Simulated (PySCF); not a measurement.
Core binding energy against partial charge

Species: C3H5FS.
Cartesian coordinates in Å at the PBE0-D3(BJ)/def2-SVP level; atoms count from 1:
```xyz
10
C3H5FS angstrom
C     -1.6587    0.2550   -0.0638
S     -0.4319    1.4775    0.4467
C      1.0965    0.6491    0.3376
C      1.4367   -0.5799   -0.0561
F      0.5684   -1.4995   -0.4863
H     -2.6258    0.7703    0.0160
H     -1.5032   -0.0663   -1.1013
H     -1.6578   -0.6178    0.6017
H      1.9225    1.2886    0.6618
H      2.4689   -0.9386   -0.0560
```

Binding energies: delta-SCF UKS SCAN, pcX-2 on the ionised atom, pcseg-1 elsewhere, spin-free X2C in PySCF. Charges: PBE0/pcSseg-1 ground-state density, for the ionised atom.

| atom | environment | C 1s (eV) | Mulliken (e) | IAO (e) | Hirshfeld (e) | ESP (e) |
| --- | --- | --- | --- | --- | --- | --- |
| C3 | alkene CH carbon | 291.15 | -0.372 | -0.336 | -0.101 | -0.372 |
| C1 | S-methyl carbon | 291.43 | -0.403 | -0.503 | -0.121 | -0.437 |
| C4 | vinylic C–F carbon | 292.33 | +0.234 | +0.096 | +0.015 | +0.131 |

Task: How well does each charge scheme correlate with the binding energies over these sites?

Result: Mulliken: r = 0.96, slope 1.6 eV per e; ESP: r = 0.94, slope 1.9 eV per e; Hirshfeld: r = 0.93, slope 7.8 eV per e; IAO: r = 0.87, slope 1.7 eV per e. On 3 points no scheme stands out.

Task: The point-charge model writes a binding energy as kq + V + constant, with V the potential of the other atoms' charges at the site. What does it give with the IAO charges?

Result: V = Σ 14.40 eV Å × q/r over all other atoms: +3.97 eV at C3, +6.48 eV at C1, -2.51 eV at C4. Fitting binding energy − V to q gives k = 16.7 eV per e and leaves an rms residual of 0.24 eV, against 0.24 eV for the fit on q alone. The model has no term for differences in relaxation between sites.

Geometry: PBE0-D3(BJ)/def2-SVP, one conformer, isolated molecule.
